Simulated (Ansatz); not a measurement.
# H₂S (singlet): from Hartree-Fock to the top rungs at distance S1–H3 = 3.650 Å, 6-31G

How much of the correlation energy of H₂S (singlet) does each wave-function method recover here?

Method: 6-31G, core rule «outside noble gas», up to 5 orbitals frozen; program: Ansatz 0.2.0, Gaussian basis.

Plan: UHF; CCSD(T) on RHF; CCSD(T) on UHF; BCCD(T) on RHF; CISD; CCSDT(Q) on RHF; CCSDT(Q) on UHF; CISDTQ; CCSDTQ on RHF; CCSDTQ on UHF; CASSCF and MRCISD+Q, 2 electrons in 2 orbitals; CASSCF and NEVPT2, 2 electrons in 2 orbitals; CASSCF and MRCISD+Q, 8 electrons in 6 orbitals; CASSCF and NEVPT2, 8 electrons in 6 orbitals; Full CI.

14 further runs of the same task are left out: 9 that didn't finish, 5 set aside as unsound or not needed. Runs told in other sessions of the task aren't counted.

### Step 1. What is computed

The geometry derives from a PBE0/def2-TZVP stationary point (not a proven minimum). One bond is set to the value named and the two fragments are kept rigid.

3 atoms, charge 0, spin multiplicity 1.

Atoms are counted from 1 here; the program's logs count them from 0.

Bond lengths: S1–H2 1.341 Å.

### Step 2. UHF

Contents of in.yaml:

```yaml
crystal:
  periodic: [false, false, false]
  atoms:
    - {symbol: S, position_ang: [0.000000, -0.102264, -0.049242]}
    - {symbol: H, position_ang: [0.000000, 0.826887, -1.016444]}
    - {symbol: H, position_ang: [0.000000, 2.426368, 2.582966]}
basis:
  gaussian: {orbitals: 6-31G}
magnetization: {spin_polarized: true, initial_magnetization: 0}
hamiltonian: {xc: hf}
output: {orbitals: {seedname: orbitals}}
```

On the command line:

```sh
> ansatz run in.yaml --threads 1 --pin off --events-out ev --progress --plain --max-ram 2393MiB
```

After this run come: CCSD(T) on RHF; CCSD(T) on UHF; BCCD(T) on RHF; CISD; CCSDT(Q) on RHF; CCSDT(Q) on UHF; CISDTQ; CCSDTQ on RHF; CCSDTQ on UHF; CASSCF and MRCISD+Q, 2 electrons in 2 orbitals; CASSCF and NEVPT2, 2 electrons in 2 orbitals; CASSCF and MRCISD+Q, 8 electrons in 6 orbitals; CASSCF and NEVPT2, 8 electrons in 6 orbitals; Full CI.

Before running them: what should the planned runs give, taken together? Wanted: FCI from the RHF energy; RMP2 from FCI; UMP2 from FCI; RCCSD from FCI; RCCSD(T) from FCI; UCCSD(T) from FCI; RCCSDT(Q) from FCI; UCCSDT(Q) from FCI; NEVPT2 pair from FCI.

As calculated:

| quantity | value |
| --- | --- |
| FCI from the RHF energy | -5.7924 eV |
| RMP2 from FCI | +1774.9 meV |
| UMP2 from FCI | +329.6 meV |
| RCCSD from FCI | +127.3 meV |
| RCCSD(T) from FCI | -57.2 meV |
| UCCSD(T) from FCI | +18.1 meV |
| RCCSDT(Q) from FCI | -3.0 meV |
| UCCSDT(Q) from FCI | +0.6 meV |
| NEVPT2 pair from FCI | +314.4 meV |
| MRCISD+Q pair from FCI | -4.7 meV |
| NEVPT2 valence from FCI | +235.4 meV |
| levels within 1 kcal/mol (43 meV) | UCCSD, UCCSD(T), RCCSDT, UCCSDT, CISDTQ, RCCSDT(Q), UCCSDT(Q), RCCSDTQ, UCCSDTQ, MRCISD pair, MRCISD+Q pair, MRCISD valence, MRCISD+Q valence |
| T1 diagnostic | 0.038 |
| effectively unpaired electrons | 1.94 |

In words: RCCSD(T) lands -57.2 meV from the yardstick (1.0 % of the correlation energy). CCSD(T) misses by -57.2 meV on the restricted determinant and by +18.1 meV on the unrestricted one; the two need not hold the same state or core. RCCSD(T), BCCD(T), RCCSDT(Q), MRCISD+Q pair fall below full CI, which methods that aren't variational can do. With 1.9 effectively unpaired electrons against 0 the state is strongly multireference. Coupled cluster on one determinant still stays close here. Of the multireference levels listed MRCISD+Q pair comes nearest in total energy (-4.7 meV), which doesn't show that its space is the better one. These misses are within one basis, not against nature.
